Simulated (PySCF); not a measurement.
## Ionisation energy of S by level of theory

S [Ne] 3s2 3p4 (3P) → S⁺ [Ne] 3s2 3p3 (4S), as a difference of total energies. All numbers are calculated (PySCF 2.14, the spin-free X2C one-electron Hamiltonian (Gaussian nucleus), in aug-cc-pVDZ-DK (5s4p2d, 27 functions)). Correlated levels: valence: [Ne] frozen. The calculations carry no spin-orbit coupling.

```
           method  ionisation energy (eV)  error (eV)
              UHF                   9.207      -1.129
             MN15                  10.276      -0.060
            M06-L                  10.349      +0.013
    MP2 (valence)                   9.759      -0.577
SCS-MP2 (valence)                   9.786      -0.550
   CCSD (valence)                   9.792      -0.544
CCSD(T) (valence)                   9.814      -0.522
```

Reference: 10.336 eV (measured; NIST levels, between the centres of gravity of the two terms).

Errors of the correlated levels include the incompleteness of this basis and the frozen core.
